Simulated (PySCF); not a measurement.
## LiS: mean field, correlation and small terms against distance

State: ²Π, doublet, unpaired electrons π ↑. ROHF-based CCSD(T) in PySCF 2.14 with Li cc-pVTZ, S cc-pV(T+d)Z and Li cc-pVQZ, S cc-pV(Q+d)Z (frozen core orbitals: 6; no relativity). Correlation energies are extrapolated as n⁻³ (n = 3, 4), Hartree–Fock as (n+1)·exp(−9√n). CV is the change on freezing 1 orbitals instead, in Li cc-pCVTZ, S cc-pwCVTZ. SR is the spin-free X2C energy in Li cc-pVTZ-DK, S cc-pVTZ-DK less the non-relativistic one in Li cc-pVTZ, S cc-pVTZ. All energies in eV from Li + S.

```csv
R (Å),HF/CBS,CCSD corr.,(T),CV,SR,total
1.8967,-1.709,-1.120,-0.0784,-0.0412,0.0030,-2.946
1.9829,-1.924,-1.116,-0.0801,-0.0302,0.0044,-3.146
2.0691,-2.037,-1.113,-0.0819,-0.0211,0.0055,-3.248
2.1553,-2.074,-1.112,-0.0838,-0.0135,0.0064,-3.277
2.2416,-2.055,-1.111,-0.0858,-0.0072,0.0072,-3.252
2.3493,-1.976,-1.112,-0.0884,-0.0005,0.0081,-3.169
2.4571,-1.853,-1.114,-0.0912,0.0049,0.0090,-3.045
```

A fit to the total gives Re = 2.1545 Å, De = 3.277 eV, ωe = 581.4 cm⁻¹, Be = 0.6312 cm⁻¹ (masses 7.0160 and 31.9721 u).

Task: At R = 2.1553 Å the CCSD correlation energy is -0.179503 hartree in the smaller basis and -0.192916 in the larger. Extrapolate it.

Result: (4³·E4 − 3³·E3)/(4³ − 3³) = -0.20270 hartree; the larger basis holds 95.2 % of it.

The T1 diagnostic is 0.016. The state was picked by a PBE0 search and need not be the measured ground state. Spin–orbit coupling, excitations beyond (T) and corrections to the Born–Oppenheimer picture are left out.
